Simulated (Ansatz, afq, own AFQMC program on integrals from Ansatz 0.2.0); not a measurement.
# HSCl, triplet: AFQMC among the cluster methods

```yaml
atoms:
  - { symbol: Cl, position_ang: [0.0000, 0.0000, -1.8200] }
  - { symbol: H, position_ang: [0.0000, 0.0000, 0.2200] }
  - { symbol: S, position_ang: [0.0000, 0.0000, 1.6000] }
```

Connectivity, by distances: Cl ··· SH.

Basis cc-pVTZ. Noble-gas cores (and the filled d shells of Ga–Kr and In–Xe) are frozen. Ansatz 0.2.0 and our own AFQMC program on the same integrals; the CISD trial comes from CCSD amplitudes, and released means the phaseless constraint is let go. ± is one standard error of the sampling.

Determinant: UHF, the one that the program's search chose, which needn't be the lowest solution. The geometry is a point of a scan.

No full CI on the walks' own integrals is used here; CCSDT(Q) serves as the reference and is uncertain by about the last step of the cluster series.

Cautions: lower spins were not checked; the ph-AFQMC/CISD walk drifts between its halves (2.1 errors).

```
T1 diagnostic                               : 0.0130
weight of the determinant in the CISD state : 0.856
⟨S²⟩ of the determinant                     : 2.027
size of the correlated space                : 14 electrons in 72 orbitals
```

Reference: CCSDT(Q), correlation energy -10.314 eV. The released energy is read at 2.40 1/Eh (meV from the phaseless value at times in 1/Eh: -14 ± 5 at 0.24, -28 ± 5 at 0.51, -28 ± 7 at 0.99, -37 ± 8 at 1.62, -24 ± 9 at 2.40).

```tsv
level	E − E(reference) (meV)	share of correlation (%)
HF	10314.2	0.00
MP2	1671.2	83.80
CCSD	406.2	96.06
CCSD(T)	54.2	99.47
CCSDT	13.0	99.87
ph-AFQMC/CISD	34.5 ± 5.9	99.67
released AFQMC	10.0 ± 9.3	99.90
```

A walk keeps the symmetry of its determinant, which the program's search chose and which needn't be the lowest solution, so a lower state of the same spin and another symmetry isn't excluded. Released energies are given only where the last usable release times agree within the noise; a slower fall can still hide under it.
